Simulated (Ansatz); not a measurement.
Input file:

```yaml
crystal:
  periodic: [false, false, false]
  atoms:
    - {symbol: Al, position_ang: [0.000000, 0.000000, 0.227313]}
    - {symbol: Al, position_ang: [0.000000, 0.000000, -2.449625]}
    - {symbol: H, position_ang: [0.000000, 0.000000, 2.222313]}
basis:
  gaussian: {orbitals: def2-SVPD}
magnetization: {spin_polarized: true, initial_magnetization: 1}
correlation: {method: ccsdt, electrons: outside_noble_gas}
output: {forces: true}
```

```sh
$ ansatz run in.yaml --threads 1 --pin off --events-out ev --progress --plain --max-ram 2393MiB
```

The program prints:

```
816 factors; integrals over basis functions are off by at most 1.6e-7 eV
mean field evaluation 1: about -13173.8113 eV, gradient 6.3e0 eV
mean field evaluation 2: about -13173.8152 eV, gradient 6.3e0 eV
mean field evaluation 4: about -13174.6575 eV, gradient 9.1e-1 eV
mean field evaluation 8: about -13174.6946 eV, gradient 1.7e-1 eV
mean field evaluation 16: about -13174.7131 eV, gradient 2.4e-1 eV
mean field evaluation 32: about -13174.6944 eV, gradient 1.8e-1 eV
mean field evaluation 64: about -13174.7017 eV, gradient 3.0e-5 eV
mean field evaluation 96: about -13174.6704 eV, gradient 6.0e-1 eV
mean field evaluation 128: about -13174.7017 eV, gradient 2.0e-6 eV
mean field evaluation 160: about -13174.7017 eV, gradient 1.0e-2 eV
...
cycle  12  -3.80333069 eV  change   -2.7e-5 eV  update   7.0e-5
cycle  13  -3.80337829 eV  change   -4.8e-5 eV  update   4.5e-5
cycle  14  -3.80341881 eV  change   -4.1e-5 eV  update   2.4e-5
cycle  15  -3.80341343 eV  change    5.4e-6 eV  update   1.4e-5
cycle  16  -3.80340432 eV  change    9.1e-6 eV  update   8.2e-6
cycle  17  -3.80340002 eV  change    4.3e-6 eV  update   5.0e-6
cycle  18  -3.80339950 eV  change    5.2e-7 eV  update   3.2e-6
cycle  19  -3.80340271 eV  change   -3.2e-6 eV  update   2.0e-6
cycle  20  -3.80340511 eV  change   -2.4e-6 eV  update   1.2e-6
cycle  21  -3.80340519 eV  change   -7.9e-8 eV  update   6.2e-7
the calculation of the forces begins
Total energy: -13178.50509746 eV, -484.3011296200 hartree
Atom 0 at     0.000000     0.000000     0.227313 Å, force    -0.000000     0.000000     2.129496 eV/Å
Atom 1 at     0.000000     0.000000    -2.449625 Å, force    -0.000000    -0.000000    -0.080013 eV/Å
Atom 2 at     0.000000     0.000000     2.222313 Å, force     0.000000    -0.000000    -2.049483 eV/Å
Dipole moment:    -0.000000     0.000000    -0.243548 e Å
```

Forces (eV/Å):
```
Al   0.000  0.000  2.129
Al   0.000  0.000 -0.080
H    0.000  0.000 -2.049
```

Ran on 1 thread of Arm Neoverse V1, shared host: 1.8 min wall, 0.89 GiB peak host memory.
